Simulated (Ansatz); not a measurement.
Geometry optimisation, UKS PBE0/def2-SVP in Ansatz 0.2.0.

The input (input.yaml):

```yaml
crystal:
  periodic: [false, false, false]
  atoms:
    - { symbol: B, position_ang: [0.0, 0.0, 0.0] }
    - { symbol: H, position_ang: [0.0, 0.0, 1.44] }
    - { symbol: H, position_ang: [1.0305, 0.0, -0.595] }
    - { symbol: H, position_ang: [-1.0305, 0.0, -0.595] }
    - { symbol: Si, position_ang: [0.0, 0.0, 3.2] }
    - { symbol: H, position_ang: [-0.7436, -1.1581, 3.6874] }
    - { symbol: H, position_ang: [1.3747, -0.0649, 3.6874] }
    - { symbol: H, position_ang: [-0.6311, 1.223, 3.6874] }
magnetization:
  spin_polarized: true
  initial_magnetization: 1
basis:
  gaussian: { orbitals: def2-SVP }
hamiltonian:
  xc: pbe0
relax:
  f_tol: 0.15
  max_steps: 25
  restrain:
    - { distance: [1, 4], at: 2.66, k: 30.0 }
    - { distance: [0, 1], at: 1.19, k: 30.0 }
```

Launched with:

```bash
$ ansatz run input.yaml --threads 1 --pin off --max-ram 2048MiB --backend cpu --events-out ev --progress --plain --runs-dir out
```

Problem. Where does it end, and by what steps?

Solution. The forces met the threshold. The restraints hold the end off the free minimum; the threshold counts their pulls, which the force column leaves out. Restrained pairs: H2–Si5 (1.76 → 2.67 Å), B1–H2 (1.44 → 1.20 Å). After 5 steps the energy has fallen by 0.652 eV (the restraints' own energy left out); H2 moved furthest, 0.52 Å.

```
step  energy less start (eV)  largest force component (eV/Å)  accepted
   0                  0.0000                           1.432       yes
   1                 -0.2950                           1.072       yes
   2                 -0.2942                           2.094       yes
   3                 -0.5560                           0.440       yes
   4                 -0.6402                           0.781       yes
   5                 -0.6518                           0.345       yes
```

```xyz
8
Properties=species:S:1:pos:R:3
B -0.001 0.000 -0.281
H -0.001 0.000 0.920
H 1.045 0.000 -0.881
H -1.047 0.000 -0.882
Si 0.003 0.000 3.588
H -0.776 -1.209 4.014
H 1.436 -0.068 4.023
H -0.658 1.277 4.012
```

Time of the run: 17 s on 1 thread of AMD EPYC 7R43 64-Core Processor (Zen 3), on a shared host, peak memory 0.14 GiB.
